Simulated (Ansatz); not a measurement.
A CCSD(T) single point on `NC(N)=[NH2+]`.

```yaml
crystal:
  periodic: [false, false, false]
  atoms:
    - {symbol: N, position_ang: [-1.113626, 0.512153, -0.506945]}
    - {symbol: C, position_ang: [-0.000030, -0.000034, 0.000045]}
    - {symbol: N, position_ang: [0.511334, -1.111999, -0.511300]}
    - {symbol: N, position_ang: [0.602467, 0.600014, 1.018058]}
    - {symbol: H, position_ang: [-1.667940, 0.001709, -1.172913]}
    - {symbol: H, position_ang: [-1.437342, 1.426157, -0.240326]}
    - {symbol: H, position_ang: [1.262063, -1.600643, -0.054162]}
    - {symbol: H, position_ang: [0.163372, -1.500183, -1.371271]}
    - {symbol: H, position_ang: [1.520115, 0.321182, 1.320510]}
    - {symbol: H, position_ang: [0.159597, 1.351644, 1.518315]}
basis:
  gaussian: {orbitals: def2-TZVPP}
total_charge: 1
correlation: {method: ccsd_t}
output: {orbitals: {seedname: orbitals}}
```

```sh
$ ansatz run in.yaml --threads 2 --pin off --events-out ev --progress --plain
```

The program prints (abridged):

```
Functional definition: HF
1234 factors; integrals over basis functions are off by at most 9.2e-4 eV
mean field evaluation 1: about -5561.9480 eV, gradient 5.6e1 eV
mean field evaluation 2: about -5561.9536 eV, gradient 5.6e1 eV
mean field evaluation 4: about -5568.0101 eV, gradient 3.0e0 eV
mean field evaluation 8: about -5568.0420 eV, gradient 9.3e-2 eV
mean field evaluation 16: about -5568.0371 eV, gradient 3.1e-1 eV
mean field -5568.04203913 eV, -204.6217707837 hartree, gradient 2.9e-6 eV, S^2 0.000000; 0 other end points of the search recorded, 0 dependent functions left out
4 core orbitals not correlated: weight in the atoms' cores, before any rotation towards them, 1.000 or more for the frozen orbitals, at most 0.000 for the correlated occupied ones
reference -5568.04203913 eV, -204.6217707837 hartree; 12, 12 occupied and 192, 192 virtual orbitals, 1234 factors
second order -20.97332577 eV of doubles, -0.00000000 eV of singles
cycle   1  -21.12546067 eV  change   -1.5e-1 eV  update   8.7e-2
cycle   2  -21.56405572 eV  change   -4.4e-1 eV  update   2.4e-2
cycle   3  -21.66214519 eV  change   -9.8e-2 eV  update   1.3e-2
cycle   4  -21.64944403 eV  change    1.3e-2 eV  update   3.2e-3
cycle   5  -21.64982226 eV  change   -3.8e-4 eV  update   1.2e-3
cycle   6  -21.64950502 eV  change    3.2e-4 eV  update   2.5e-4
cycle   7  -21.64931014 eV  change    1.9e-4 eV  update   7.3e-5
cycle   8  -21.64928387 eV  change    2.6e-5 eV  update   2.1e-5
perturbative correction -0.85773051 eV, -0.0315210148 hartree
Total energy: -5590.54905352 eV, -205.4488883064 hartree
```

Hardware: 2 threads of a server CPU on a shared host. Wall time 89 s, peak host memory 3 GiB.

Correlation energy per correlated electron: -0.938 eV. T1 diagnostic: 0.0120.
